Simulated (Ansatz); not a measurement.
# How far each method lies from full CI for Si–BH2, quartet

Geometry: a PBE0/def2-TZVP stationary point for this spin, not checked as a minimum.

```yaml
atoms:
  - { symbol: Si, position_ang: [0.0000, 0.0000, 0.6500] }
  - { symbol: B, position_ang: [0.0000, 0.0000, -1.3428] }
  - { symbol: H, position_ang: [0.0000, -1.0760, -1.8539] }
  - { symbol: H, position_ang: [0.0000, 1.0760, -1.8539] }
```

Basis 6-31G; Ansatz 0.2.0. Only valence electrons are correlated (noble-gas cores frozen), which leaves 9 electrons in 20 orbitals. Prefix R: restricted or restricted open-shell reference; prefix U: unrestricted. Active spaces: valence = (9e, 10o) chosen from the atoms' valence shells; pair = (5e, 5o) about the gap.

Full CI is exact within this basis and frozen core; it isn't the basis-set limit. The frozen core follows each run's orbitals, which can shift R against U totals by a few meV.

For open shells CISD is restricted-active-space CI with the open shells as a complete middle space.

* UHF ⟨S²⟩: 3.752
* T1 diagnostic (RCCSD): 0.0359
* largest doubles amplitude (RCCSD): 0.100
* T1 diagnostic (UCCSD): 0.0338

```tsv
level	E − E(full CI) (mEh)	share of correlation (%)	wall time
RHF	100.09	0.00	–
UHF	99.46	0.63	–
RMP2	27.41	72.62	–
UMP2	27.37	72.66	–
CISD	7.09	92.92	0.91 s
RCCSD	3.40	96.61	–
UCCSD	3.38	96.63	–
RCCSD(T)	0.92	99.08	0.88 s
UCCSD(T)	0.91	99.09	0.85 s
BCCD(T)	0.89	99.11	0.68 s
RCCSDT	0.09	99.91	–
UCCSDT	0.09	99.91	–
RCCSDT(Q)	0.03	99.97	3.5 s
UCCSDT(Q)	0.01	99.99	3.1 s
RCCSDTQ	0.00	100.00	18 s (H100)
UCCSDTQ	0.00	100.00	22 s (H100)
CASSCF (valence space)	35.87	64.16	–
NEVPT2 (valence space)	10.07	89.94	2.5 s
MRCISD (valence space)	1.37	98.64	–
MRCISD+Q (valence space)	0.51	99.49	14 s (H100)
```

The correlation energy at full CI, counted from RHF, is -2.724 eV. That run took 15 s on 2 threads of AMD EPYC 7R13 with a shared H100 80 GB, shared host over 11,075,136 determinants.

Run but not shown, since their state, orbitals or frozen core can't be matched to the reference's or they repeat it: CASSCF (pair space), MRCISD (pair space), MRCISD+Q (pair space).

Times hold each run's SCF and search for its determinant on a shared host, so for small cases they say little of a method's own cost; rows without a card ran on 1 thread of AMD EPYC 7R13. Some runs computed forces too.

The full-CI state has the irrep A2 of C2v, in the program's axes.

Natural occupations of full CI about the gap: 1.971 1.968 1.945 1.005 0.996 0.977 0.034 0.027 0.022 0.019; effectively unpaired electrons, Σ n²(2−n)², 3.03.
